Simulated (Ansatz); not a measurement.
CH8BN⁻, that is B(NH2Me)H3 with one electron more. The state is a doublet with charge -1. Geometry PBE-D4/def2-TZVP, that of the neutral singlet.

Cartesian coordinates in Å:
```
B 0.741 -1.046 0.453
N -0.530 -0.241 -0.189
C -0.329 1.224 -0.304
H -1.357 -0.430 0.385
H -0.728 -0.634 -1.115
H -1.205 1.725 -0.741
H -0.128 1.619 0.698
H 0.556 1.398 -0.926
H 0.897 -0.571 1.565
H 1.677 -0.826 -0.299
H 0.407 -2.218 0.473
```

At PBE-D4/def2-TZVPD, r2SCAN-D4/def2-TZVPD, PBE0-D4/def2-TZVPD the highest occupied level of the charge -1 doublet lies above zero (up to 2.17 eV). By energy differences it is unbound by 0.70 eV (vertical, to the charge 0 singlet, at r2SCAN-D4/def2-TZVPD) and held by the finite basis.

Problem. Estimate the α-spin orbital energies around the gap (eV) in Ansatz with PBE-D4/def2-TZVPD, r2SCAN-D4/def2-TZVPD, PBE0-D4/def2-TZVPD.

Solution. 
```
orbital  PBE-D4/def2-TZVPD  r2SCAN-D4/def2-TZVPD  PBE0-D4/def2-TZVPD
 HOMO−5              -6.05                 -6.46               -7.67
 HOMO−4              -5.68                 -6.01               -7.21
 HOMO−3              -4.07                 -4.39               -5.55
 HOMO−2              -2.56                 -2.86               -3.93
 HOMO−1              -2.55                 -2.86               -3.93
   HOMO               2.15                  2.17                1.82
   LUMO               3.10                  3.28                3.49
 LUMO+1               3.18                  3.40                3.65
 LUMO+2               3.59                  3.73                4.15
 LUMO+3               4.35                  4.65                4.96
 LUMO+4               4.88                  5.30                5.47
 LUMO+5               4.93                  5.30                5.48
 β HOMO              -2.53                 -2.84               -3.91
 β LUMO               2.71                  3.26                3.22
```
